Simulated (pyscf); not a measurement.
O=AsH (SMILES O=[AsH]) + SiH₄ (SMILES [SiH4]) → O=As–SiH₃ (SMILES O=[As][SiH3]) + H₂ (SMILES [H][H]), a four-centre exchange (singlet surface; As–H, H–Si broken, As–Si, H–H formed). Structures and frequencies: ωB97X-D3(BJ)/def2-SVP in PySCF. Energies in eV from the separated reactants.

Small-basis levels: PySCF, no dispersion term, spherical d functions. AM1 to PM7: differences of heats of formation from MOPAC, which are fitted to 298 K values and so differ in kind from electronic energies by zero-point and thermal terms. Cost: rough CPU time at the saddle relative to B3LYP/6-31G*+LANL2DZ, from one job on a shared machine.

```csv
level,barrier,reaction energy,cost
HF/3-21G,2.75,+0.32,0.10
HF/6-31G*+LANL2DZ,2.66,+0.25,0.1
SVWN5/6-31G*+LANL2DZ,0.65,-0.21,1
PBE/6-31G*+LANL2DZ,1.11,-0.17,2
B3LYP/STO-3G,2.77,-0.05,0.9
B3LYP/6-31G*+LANL2DZ,1.66,0.00,1
PBE/def2-SVP,0.74,+0.04,3
PM3,0.03,-0.98,under 0.02
PM7,-0.47,-2.48,under 0.02
ωB97M-D3(BJ)/def2-TZVP,1.18,+0.13,–
```

Against the last row the barrier runs from -1.65 (PM7) to +1.59 eV (B3LYP/STO-3G). At PM7 this geometry lies under one side, so the entry may be no barrier of that level: it is a single point on another level's saddle. ωB97M-D3(BJ)/def2-TZVP has limits of its own. The same reactants have a lower exit, to H₃Si–O–AsH₂ (barrier +0.26 eV at ωB97M-D3(BJ)/def2-TZVP, against +1.18 eV here). O=AsH lies 0.32 eV over its isomer HO–As: [triplet] (electronic energy, ωB97M-D3(BJ)/def2-TZVP). O=As–SiH₃ lies 1.84 eV over its isomer HO–SiH=AsH (electronic energy, ωB97M-D3(BJ)/def2-TZVP). This is the saddle that the search found; another between the same sides may lie lower. In the def2 sets elements up to Kr have no core potential.
